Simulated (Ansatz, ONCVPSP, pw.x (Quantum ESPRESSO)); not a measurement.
## From atom to crystal: ONCV potential for Ti (Z = 22)

- Element: titanium
- Generator: ONCVPSP 4.0.1.1 (patched build)
- Type: optimised norm-conserving Vanderbilt (ONCV)
- Functional: PBEsol
- Relativity: scalar-relativistic
- Frozen core: [Ne]
- Valence charge: 12
- Reference configuration: 3s2 3p6 3d2 4s1.5 4p0.5
- Partial waves: 3s+4s: rc 1.60 bohr, ncon 4, nbas 8, qcut 9.9 1/bohr, 2 projectors; 3p+4p: rc 1.50 bohr, ncon 4, nbas 8, qcut 10.1 1/bohr, 2 projectors; 3d: rc 2.20 bohr, ncon 3, nbas 7, qcut 8.1 1/bohr, 2 projectors, debl 3.1 Ha; f scattering state at 0.25 Ha: rc 2.10 bohr, ncon 5, nbas 8, qcut 5.9 1/bohr, 2 projectors, debl 1.4 Ha
- Local potential: polynomial inside 1.10 bohr (lpopt 5, dvloc0 2 Ha)
- Core correction: Teter function, fcfact 4.75, rcfact 1.55

Atomic tests: cutoffs needed: 26 Ha and 32 Ha (the cutoffs (Ha) at which the residual kinetic energy of the hardest occupied pseudo-wave falls to 1 and 0.1 mHa per electron); ghost test: no bound ghost flagged; no localised positive-energy state flagged; largest excitation error: +0.6 meV (all-electron minus pseudo) for 3s2 3p6 3d2 4s0 4p0, out of 4 test configurations.

Crystal test: bcc Ti in pw.x 7.5, no spin, 14³ k-points, Fermi–Dirac smearing 0.01 Ry, cutoffs 75/300 Ry. The reference is all-electron LAPW (Ansatz 0.2.0) with the same functional, mesh and smearing; V0 and B0 come from Birch–Murnaghan fits to the pressures at five volumes. Errors are pseudo minus all-electron; Δ is the rms difference of the E(V) curves that follow from these fits, minima aligned, over ±6 % about the mean V0. Mesh and smearing are coarse, so the numbers serve the comparison and aren't converged zero-temperature values; the lattice is a test structure that the element need not adopt.

All-electron: a0 = 3.218 Å (V0 = 16.66 Å³/atom), B0 = 110.7 GPa.

Task: How far does the potential miss the all-electron equation of state?

Result: mean pressure error (GPa): +0.29; a0 (Å): 3.221; a0 error (%): +0.09; B0 error (%): -0.6; Δ (meV/atom): 1.1.

```tsv
V (Å³/atom)	P all-electron (GPa)	P pseudo (GPa)
15.812	6.28	6.58
16.228	3.02	3.32
16.644	0.09	0.39
17.060	-2.55	-2.26
17.476	-4.91	-4.63
```

Task: At the middle volume, how do free energy and pressure move when the wave cutoff is lowered (ecutrho kept at four times it)?

Result:

```
cutoff (Ry)  shift of F (meV/atom)  shift of P (GPa)
         34                +2346.3            -94.90
         45                 +286.4            -16.03
         60                  +13.8             -1.08
```

Input at the middle volume:

```
&control
  calculation='scf', prefix='x', pseudo_dir='./', outdir='./tmp', tstress=.true., disk_io='none'
/
&system
  ibrav=0, nat=1, ntyp=1, ecutwfc=75, ecutrho=300, nbnd=14,
  occupations='smearing', smearing='fd', degauss=0.01
/
&electrons
  conv_thr=1e-09, mixing_beta=0.4, electron_maxstep=70
/
ATOMIC_SPECIES
Ti 1.0 Ti.UPF
CELL_PARAMETERS angstrom
  -1.60841916 1.60841916 1.60841916
  1.60841916 -1.60841916 1.60841916
  1.60841916 1.60841916 -1.60841916
ATOMIC_POSITIONS crystal
Ti 0.0000 0.0000 0.0000
K_POINTS automatic
14 14 14 0 0 0
```

```bash
pw.x < Ti.scf.in > Ti.scf.out
```

Lines of the output:

```
Message from routine setup:
     using ibrav=0 with symmetry is DISCOURAGED, use correct ibrav instead
     lattice parameter (alat)  =       5.2645  a.u.
     unit-cell volume          =     112.3193 (a.u.)^3
     number of electrons       =        12.00
     number of Kohn-Sham states=           14
     kinetic-energy cutoff     =      75.0000  Ry
     charge density cutoff     =     300.0000  Ry
     scf convergence threshold =      1.0E-09
     Exchange-correlation= PBESOL
     number of k points=   104  Fermi-Dirac smearing, width (Ry)=  0.0100
     iteration #  1     ecut=    75.00 Ry     beta= 0.40
     total energy              =    -122.53278182 Ry
     estimated scf accuracy    <       0.05205282 Ry
     iteration #  2     ecut=    75.00 Ry     beta= 0.40
     total energy              =    -122.54052831 Ry
     estimated scf accuracy    <       0.00095889 Ry
     iteration #  3     ecut=    75.00 Ry     beta= 0.40
     total energy              =    -122.54066262 Ry
     estimated scf accuracy    <       0.00011950 Ry
     iteration #  4     ecut=    75.00 Ry     beta= 0.40
     total energy              =    -122.54066994 Ry
     estimated scf accuracy    <       0.00000784 Ry
     iteration #  5     ecut=    75.00 Ry     beta= 0.40
     total energy              =    -122.54067017 Ry
     estimated scf accuracy    <       0.00000081 Ry
     iteration #  6     ecut=    75.00 Ry     beta= 0.40
     total energy              =    -122.54067027 Ry
     estimated scf accuracy    <          7.6E-09 Ry
     iteration #  7     ecut=    75.00 Ry     beta= 0.40
     the Fermi energy is    13.7680 ev
!    total energy              =    -122.54067027 Ry
     estimated scf accuracy    <          1.3E-10 Ry
     smearing contrib. (-TS)   =      -0.00975013 Ry
     The total energy is F=E-TS. E is the sum of the following terms:
     one-electron contribution =     -37.20389112 Ry
     hartree contribution      =      23.23433707 Ry
     xc contribution           =     -22.35401373 Ry
     ewald contribution        =     -86.20735237 Ry
     convergence has been achieved in   7 iterations
          total   stress  (Ry/bohr**3)                   (kbar)     P=        3.86
     Message from routine punch:
     Nothing written, as per user request (disk_io='none')
```

The run at the middle volume (104 k-points, 7 iterations) took about 37 s on one core of a shared host (Neoverse-N1, 64 threads, 124 GiB, load 47).
